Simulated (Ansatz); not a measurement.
Working through a single point in a Gaussian basis of CH6AlN, SMILES N[CH2][AlH2]

With the Python package of Ansatz (0.2.0).

Contents of `ch6aln.xyz`:
```text
9

N    -0.95460    0.71710   -0.76740
C     0.30290    0.39020   -0.25840
Al    0.08140   -0.98860    1.15690
H    -1.29630   -0.03340   -1.33920
H    -0.86300    1.54160   -1.47170
H     0.79500    1.30000    0.18960
H     0.97690   -0.00130   -1.06900
H     0.64740   -2.45270    0.82430
H     0.39880   -0.51910    2.71780
```

Run as a notebook:

```python
import json

import ansatz as az
```

```python
BASIS = "def2-SVPD"
METHOD = "rpa"
```

```python
system = az.Crystal.molecule_from_extxyz("ch6aln.xyz")

job = (
    system.calculation()
    .basis(gaussian=BASIS)
    .correlation(METHOD)  # correlation on top of the mean field
)
trace = []
result = job.session().plan().execute(on_event=trace.append)
r = result.report
```

    

```python
r["published_state_doubts"]
```

    []

```python
for event in trace:
    if event["event"] == "mean_field_evaluation" and event["data"]["evaluation"] <= 25:
        print("pass {evaluation:3d}  E = {energy_ev:.6f} eV  gradient {gradient_ev:.1e}".format(**event["data"]))
```

    pass   1  E = -9182.334860 eV  gradient 2.8e+01
    pass   2  E = -9182.337301 eV  gradient 2.8e+01
    pass   3  E = -9184.076493 eV  gradient 1.4e+01
    pass   4  E = -9184.532830 eV  gradient 2.9e+00
    pass   5  E = -9184.566490 eV  gradient 4.7e-01
    pass   6  E = -9184.567664 eV  gradient 1.7e-01
    pass   7  E = -9184.567539 eV  gradient 1.7e-01
    pass   8  E = -9184.567716 eV  gradient 2.9e-04
    pass   9  E = -9184.567716 eV  gradient 3.0e-04
    pass  10  E = -9184.567716 eV  gradient 1.9e-06
    pass  11  E = -9184.567716 eV  gradient 1.9e-06

```python
for key in ("converged", "free_energy_ev", "reference_energy_ev", "n_frozen", "n_occupied", "n_virtual"):
    print(f"{key:22s} {r[key]}")
```

    converged              True
    free_energy_ev         -9198.151233974771
    reference_energy_ev    -9184.567715919493
    n_frozen               7
    n_occupied             [9, 9]
    n_virtual              [96, 96]

```python
print("correlation energy", round(r["free_energy_ev"] - r["reference_energy_ev"], 5), "eV")
cluster = r["correlation"].get("coupled_cluster")
if cluster:
    print("cycles", cluster["cycles"], " T1 diagnostic", round(cluster["t1_diagnostic"], 4), " largest double", round(cluster["largest_double"], 4))
```

    correlation energy -13.58352 eV

```python
state = r["mean_field"]["state"]
print(f"mean field: {state['energy']['hartree']:.7f} Ha, <S^2> = {abs(state['spin_squared']):.4f}, stability: {state.get('stability', {}).get('kind')}")
with open("ch6aln.json", "w") as handle:
    json.dump({k: r[k] for k in ("free_energy_ev", "reference_energy_ev", "n_occupied", "n_virtual")}, handle, indent=1)
```

    mean field: -337.5266380 Ha, <S^2> = 0.0000, stability: minimum

File `ch6aln.json` afterwards:
```json
{
 "free_energy_ev": -9198.151233974771,
 "reference_energy_ev": -9184.567715919493,
 "n_occupied": [
  9,
  9
 ],
 "n_virtual": [
  96,
  96
 ]
}
```

Total energies depend on the basis set; only differences at equal settings carry meaning. The geometry is a force-field or estimated start, not a minimum of this method, and the basis set is short of its limit. Inner cores stay frozen, so this is valence correlation. S² is that of the Hartree-Fock reference. Early passes use coarser integrals and grids, so their energies can't be compared with the last. It ran for 2.8 s on 1 thread of Arm Neoverse V1, on a shared host, peak memory 0.24 GiB.

(Lines on the test bed's own set-up are left out of the output.)
